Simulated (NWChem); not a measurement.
Species: CH$_{3}$O cation; SMILES C=[OH+]

```xyz
5

C     -0.0085     0.6221     0.0000
O     -0.1175    -0.6266     0.0000
H     -0.9634     1.1894     0.0000
H      0.9811     1.1312     0.0000
H      0.7396    -1.1363     0.0000
```
Atoms are numbered in this order, from 1.

Computed with NWChem. All runs use the structure optimised with PBE-D3(BJ)/def2-SVP. Level: M05-2X/def2-SVP with SMD (1 M gas to 1 M solution), gas-phase geometry. Reactions with the solvent are ignored.

```csv
solvent,dielectric constant,solvation free energy (kcal/mol),cavity-dispersion-structure term (kcal/mol)
water,78.4,-79.3,4.3
ethanol,24.9,-78.2,2.6
1-propanol,20.5,-77.4,2.7
methanol,32.6,-79.1,3.0
ethylene glycol,40.2,-77.8,4.8
acetonitrile,35.7,-75.2,1.3
```
